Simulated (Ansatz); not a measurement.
Basis-set extrapolation for F$_{2}$H− (`F[H-]F`) (PBE0-D4/def2-TZVPD geometry, frozen core, Ansatz). Multiplicity 1, RHF reference.

```tsv
	def2-TZVPPD	def2-QZVPPD
HF	-199.587230	-199.594396
MP2 correlation	-0.565332	-0.614248
CCSD(T) correlation	-0.578364	-0.625636
```

Energies in hartree. Use E(X) = E(∞) + A·exp(−7.88·√X) for Hartree–Fock and E(X) = E(∞) + B·X^(−2.97) for correlation, with X = 3 and 4.

Task: What is the CCSD(T) energy at the basis-set limit?

Result: HF limit: -199.594396 + (-0.007166) × 0.13774 = -199.59538. Correlation limit: -0.625636 + (-0.047272) × 0.74074 = -0.66065. Total: -200.25603 hartree, 56.7 kcal/mol below CCSD(T)/def2-TZVPPD.
